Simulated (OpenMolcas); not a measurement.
**B97-2/ANO-R2 (DKH8) run of SOF2 (thionyl fluoride)**

Aim: the vertical electron affinity of SOF2 (thionyl fluoride) at B97-2/ANO-R2 (DKH8), from 2 runs. 

The calculation is run with OpenMolcas 26.06.

**1. Starting point**

SOF2: 4 atoms, total charge 0, spin state singlet. As SMILES, `O=S(F)F`. The coordinates come from a PBE0-D4/def2-TZVP relaxation.

Bond lengths: O1–S2 1.419 Å, S2–F3 1.588 Å, S2–F4 1.588 Å. Angles: O1–S2–F3 106.5°, O1–S2–F4 106.4°, F3–S2–F4 93.0°.

**2. The energy at B97-2/ANO-R2 (DKH8)**

job.inp reads:

```
&GATEWAY
  Coord
  4
  angstrom
  O        0.932400       0.066600      -1.017800
  S       -0.151300      -0.426200      -0.245700
  F       -1.124400       0.804200       0.000400
  F        0.343300      -0.444600       1.263100
  Basis=ANO-R2
  Group=NoSym

&SEWARD
  Relativistic=R08O02
  Expert

&SCF
  KSDFT=HYB_GGA_XC_B97_2
  PrOrbitals=0
```

Started as:

```sh
$ export MOLCAS_MEM=1860
$ pymolcas job.inp > job.log
```

Standard output:

```text
--- Start Module: gateway ---
[...]
--- Stop Module: gateway /rc=_RC_ALL_IS_WELL_ ---
--- Start Module: seward ---
[...]
 ###    WARNING:  EXPERT option is ON!                                       ###
 ###############################################################################
               SEWARD will generate:
[...]
      Basis functions          138
--- Stop Module: seward /rc=_RC_ALL_IS_WELL_ ---
[...]
--- Start Module: scf ---
[...]
       Convergence after  13 Iterations
[...]
::    Total KS-DFT energy                            -674.5023162441
[...]
      Total spin, S                                     0.0000000000
[...]
      Total electronic charge=   42.000000
      Total            charge=   -0.000000
[...]
      Dipole Moment (debye):
      Origin of the operator (angstrom)=   -0.0554   -0.0666   -0.0015
                   X= -1.1380E+00               Y= -1.2657E+00               Z=  7.0501E-02           Total=  1.7036E+00
      Quadrupole Moment (debye*angstrom):
[...]
--- Stop Module: scf /rc=_RC_ALL_IS_WELL_ ---
[...]
```

It took 52 s on 1 thread of Arm Neoverse V1, shared host; peak memory 1.1 GiB.

**3. The doublet anion, same level**

job.input reads:

```
&GATEWAY
  Coord
  4
  angstrom
  O        0.932400       0.066600      -1.017800
  S       -0.151300      -0.426200      -0.245700
  F       -1.124400       0.804200       0.000400
  F        0.343300      -0.444600       1.263100
  Basis=ANO-R2
  Group=NoSym

&SEWARD
  Relativistic=R08O02
  Expert

&SCF
  UHF
  Charge=-1
  Spin=2
  KSDFT=HYB_GGA_XC_B97_2
  PrOrbitals=0
```

Started as:

```sh
$ export MOLCAS_MEM=1860
$ pymolcas job.input > job.log
```

Standard output:

```text
--- Start Module: gateway ---
[...]
--- Stop Module: gateway /rc=_RC_ALL_IS_WELL_ ---
--- Start Module: seward ---
[...]
 ###    WARNING:  EXPERT option is ON!                                       ###
 ###############################################################################
               SEWARD will generate:
[...]
      Basis functions          138
--- Stop Module: seward /rc=_RC_ALL_IS_WELL_ ---
[...]
--- Start Module: scf ---
[...]
       Convergence after  18 Iterations
[...]
::    Total KS-DFT energy                            -674.4439431868
[...]
      Total spin, S                                     0.5022907116
[...]
      Total electronic charge=   43.000000
      Total            charge=   -1.000000
[...]
      Dipole Moment (debye):
      Origin of the operator (angstrom)=   -0.0554   -0.0666   -0.0015
                   X= -1.0720E+00               Y= -4.1442E-02               Z=  1.2049E+00           Total=  1.6133E+00
      Center of Charge (angstrom)
[...]
--- Stop Module: scf /rc=_RC_ALL_IS_WELL_ ---
[...]
```

It took 71 s on 1 thread of Arm Neoverse V1, shared host; peak memory 1.1 GiB.

**4. What came out**

At B97-2/ANO-R2 (DKH8):

| quantity | value |
| --- | --- |
| singlet SOF2: total energy | -674.50232 Eh |
| singlet SOF2: dipole moment | 1.70 D |
| singlet SOF2: HOMO energy | -9.43 eV |
| singlet SOF2: LUMO energy | -1.18 eV |
| singlet SOF2: HOMO–LUMO gap | 8.25 eV |
| doublet anion: total energy | -674.44394 Eh |
| doublet anion: HOMO energy (highest over α and β) | 4.34 eV |
| doublet anion: LUMO energy (lowest over α and β) | 6.52 eV |
| doublet anion: ⟨S²⟩ | 0.755 |
| vertical electron affinity (to the doublet anion) | -1.588 eV |

**Reading.** The anion lies 1.59 eV (37 kcal/mol) above the neutral: the electron isn't bound at this level, and such a value depends on the basis. Without diffuse functions anions come out too high. Mulliken charges (singlet SOF2) run from -0.38 on O1 to +0.85 on S2; they depend strongly on the basis. Mulliken charges (doublet anion) run from -0.58 on O1 to +0.32 on S2. The HOMO (doublet anion) lies at positive energy, 4.34 eV; only total energies tell whether the electron is bound.
